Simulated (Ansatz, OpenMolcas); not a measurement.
## From OpenMolcas to Ansatz

OpenMolcas 26.06 runs this on AlH3F− (SMILES [H][Al-]([H])([H])[F]):

mol.xyz:
```
5

Al    -0.000570     0.000210    -0.037540
F      0.011440    -0.019350     1.657940
H      1.529880     0.011490    -0.550320
H     -0.774560     1.332620    -0.519830
H     -0.766190    -1.324970    -0.550240
```

calc.input:
```
* AlFH3 MP2
&GATEWAY
BasLib
$CurrDir
Coord
mol.xyz
Basis
STO-3G
Group
NoSym
&SEWARD
&SCF
Charge
-1
Thresholds
1e-10 1e-07 1e-07 1e-05
PrOrbitals
1 1
&MBPT2
Frozen
6
```

```bash
$ export MOLCAS_MEM=1860
$ pymolcas calc.input > calc.log
```

(Basis files named in the input come from the Basis Set Exchange and aren't shown.)

Geometry: a GFN2-xTB relaxation, a rough one for these elements and not checked as a minimum.

Without diffuse functions such a state is poorly described.

It gives a total energy of -338.710161 Eh.

Question: How is this level of theory, on these atoms, set up in Ansatz 0.2.0 as an input file of the program's own?

Answer: This input was run:

in.yaml:
```yaml
basis:
  gaussian: {orbitals: STO-3G}
crystal:
  periodic: [false, false, false]
  atoms:
    - {symbol: Al, position_ang: [-0.000570, 0.000210, -0.037540]}
    - {symbol: F, position_ang: [0.011440, -0.019350, 1.657940]}
    - {symbol: H, position_ang: [1.529880, 0.011490, -0.550320]}
    - {symbol: H, position_ang: [-0.774560, 1.332620, -0.519830]}
    - {symbol: H, position_ang: [-0.766190, -1.324970, -0.550240]}
total_charge: -1
correlation: {method: mp2, frozen_orbitals: {Al: 5, F: 1, H: 0}}
accuracy: high
```

```bash
$ ansatz run in.yaml --threads 1 --pin off --max-ram 2610MiB --events-out events.jsonl --progress --plain --runs-dir runs
```

Its energy is -338.710161 Eh, 0.000 mEh from the first.
